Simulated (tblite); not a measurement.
Compound: C5H8N (doublet state).
Structure used (GFN2-xTB), in Å, numbered top down from 1:
```xyz
14
C5H8N angstrom
C      2.1719    0.3662    0.3271
N      1.6883   -0.8620    0.8524
C      0.4133   -1.1493    0.8496
C     -0.6460   -0.4056    0.4052
C     -1.1954    0.8187   -0.1701
C     -2.0962   -0.3231    0.2632
H      1.4377    0.9626   -0.2247
H      3.0236    0.1384   -0.3191
H      2.5604    0.9616    1.1595
H      0.1846   -2.1247    1.2735
H     -1.1864    1.7266    0.4214
H     -1.0727    1.0060   -1.2304
H     -2.5811   -0.9174   -0.5011
H     -2.7027   -0.1983    1.1513
```

Structure optimised with GFN2-xTB, isolated species. This method treats the open shell by occupation alone, without spin polarisation.

Masses are those of the commonest isotopes; rigid-rotor values at the optimised geometry. The values belong to one conformer with, in the numbering `[CH3:1]/[N:2]=[CH:3]\[C:4]1[CH2:5][CH2:6]1`, N2–C3–C4–C5 -2°.

Give the principal moments of inertia and the rotational constants in MHz.

Ia = 57.91, Ib = 216.33, Ic = 264.56 u·Å²; 505379 MHz·u·Å²/I gives A = 8727, B = 2336, C = 1910 MHz.

What kind of rotor is it?

An asymmetric top: κ = (2 × 2336 − 8727 − 1910)/(8727 − 1910) = -0.88.

Is it planar, by Δ = Ic − Ia − Ib?

Not planar: Δ = Ic − Ia − Ib = -9.69 u·Å². For a rigid frame Δ = −2 Σ m c², so Σ m c² = 4.84 u·Å² lies off the ab plane: 4.84 from hydrogen and 0.01 from heavier atoms. The atom farthest from that plane is 0.96 Å away.

Give the other two planar moments, Paa and Pbb, and the rms extents of the mass along the axes.

Paa = Σ m a² = (Ib + Ic − Ia)/2 = 211.49 and Pbb = Σ m b² = (Ia + Ic − Ib)/2 = 53.07 u·Å². With the mass M = 82.07 u, the rms extents √(P/M) along a, b and c are 1.61, 0.80, 0.24 Å.

For this open shell read J as N, the rotation without spin; fine and hyperfine splittings come on top. Its GFN2-xTB frequencies are all real (lowest 50 cm⁻¹). These are rigid-rotor constants of the computed structure; measured ground-state constants (B0) also hold zero-point vibration.

Hardware: an Arm Neoverse V1 with one thread, no GPU, on a shared host. Cost: 0.39 s of wall time. These figures are those of the optimisation.
